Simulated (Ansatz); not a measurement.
This Ansatz (a quantum-chemistry and plane-wave program) input (CCSD(T)/cc-pV(T+d)Z) gives -342.80073 Eh with 81 basis functions. A basis named .json is the Basis Set Exchange file of that set (core-valence sets with the plain set on hydrogen).

Ansatz 0.2 input:
```yaml
crystal:
  periodic: [false, false, false]
  atoms:
    - {symbol: P, position_ang: [0.00293147, 0.00160888, 0.12817703]}
    - {symbol: H, position_ang: [-0.00384980, 1.18388197, -0.65609339]}
    - {symbol: H, position_ang: [1.01199153, -0.61366513, -0.65676338]}
    - {symbol: H, position_ang: [-1.05211382, -0.59435001, -0.60979871]}
basis:
  gaussian:
    orbitals: cc-pV_T+d_Z.json
magnetization: {spin_polarized: false}
correlation: {method: ccsd_t, frozen_orbitals: {H: 0, P: 1}}
```

Change:
```diff
- orbitals: cc-pV_T+d_Z.json
+ orbitals: cc-pV_Q+d_Z.json
```

What does the run give now?

-342.82408 Eh (CCSD(T)/cc-pV(Q+d)Z, 154 functions), a change of -23.35 mEh.
